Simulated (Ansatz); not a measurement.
**CHB (singlet): from Hartree-Fock to the top rungs at distance B1–H3 = 3.186 Å, 6-31G**

Aim: climb from Hartree-Fock through coupled cluster and multireference methods for CHB (singlet) at one geometry and basis, and see what each rung misses.

Computed with Ansatz 0.2.0, Gaussian basis. Level: 6-31G, core rule «outside noble gas», up to 2 orbitals frozen.

To be run: UHF; CCSD(T) on RHF; BCCD(T) on RHF; CISD; CCSDT(Q) on RHF; CISDTQ; CCSDTQ on RHF; CCSDTQ on UHF; CASSCF and MRCISD+Q, 2 electrons in 2 orbitals; CASSCF and NEVPT2, 2 electrons in 2 orbitals; CASSCF and MRCISD+Q, 8 electrons in 9 orbitals; CASSCF and NEVPT2, 8 electrons in 9 orbitals; Full CI; Full CI in the symmetry of the determinant.

18 further runs of the same task are left out: 3 for a known fault of the program, 11 that didn't finish, 4 set aside as unsound or not needed.

## Step 1: The geometry

The geometry derives from a PBE0/def2-TZVP stationary point (not a proven minimum). One bond is set to the value named and the two fragments are kept rigid.

3 atoms, charge 0, spin multiplicity 1.

Atoms are counted from 1 here; the program's logs count them from 0.

Bond lengths: B1–C2 1.464 Å.

As a file:

```mol
CHB
  3D, bonds by distance, orders not assigned

  3  1  0  0  0  0  0  0  0  0999 V2000
    0.0000    0.0000    0.5739 B   0  0
    0.0000    0.0000    2.0381 C   0  0
    0.0000    0.0000   -2.6121 H   0  0
  1  2  8  0
M  END
```

## Step 2: UHF

in.yaml reads:

```yaml
crystal:
  periodic: [false, false, false]
  atoms:
    - {symbol: B, position_ang: [0.000000, 0.000000, 0.573948]}
    - {symbol: C, position_ang: [0.000000, 0.000000, 2.038105]}
    - {symbol: H, position_ang: [0.000000, 0.000000, -2.612052]}
basis:
  gaussian: {orbitals: 6-31G}
magnetization: {spin_polarized: true, initial_magnetization: 0}
hamiltonian: {xc: hf}
output: {orbitals: {seedname: orbitals}}
```

Started as:

```console
ansatz run in.yaml --threads 1 --pin off --events-out ev --progress --plain --max-ram 2393MiB
```

Further steps of the session: CCSD(T) on RHF; BCCD(T) on RHF; CISD; CCSDT(Q) on RHF; CISDTQ; CCSDTQ on RHF; CCSDTQ on UHF; CASSCF and MRCISD+Q, 2 electrons in 2 orbitals; CASSCF and NEVPT2, 2 electrons in 2 orbitals; CASSCF and MRCISD+Q, 8 electrons in 9 orbitals; CASSCF and NEVPT2, 8 electrons in 9 orbitals; Full CI; Full CI in the symmetry of the determinant.

Q: Predict the results of all the runs planned. Wanted: FCI below the RHF energy; NEVPT2 pair from FCI; NEVPT2 valence from FCI; MRCISD+Q valence from FCI; T1 diagnostic; effectively unpaired electrons.

As calculated:

```
                         quantity                             value
         FCI below the RHF energy                        -8.4251 eV
             NEVPT2 pair from FCI                       +2175.5 meV
          NEVPT2 valence from FCI                        +246.1 meV
        MRCISD+Q valence from FCI                          +4.2 meV
levels within 1 kcal/mol (43 meV)  MRCISD valence, MRCISD+Q valence
                    T1 diagnostic                             0.033
   effectively unpaired electrons                              2.89
```

**Reading.** The occupations show strong static correlation (2.9 unpaired electrons where one determinant has 0). Of the multireference levels listed MRCISD+Q valence comes nearest in total energy (+4.2 meV), which doesn't show that its space is the better one. The lowest state has another symmetry than the determinant, whose own symmetry lies 1.00 eV higher, so single-reference misses include that gap. These misses are within one basis, not against nature.
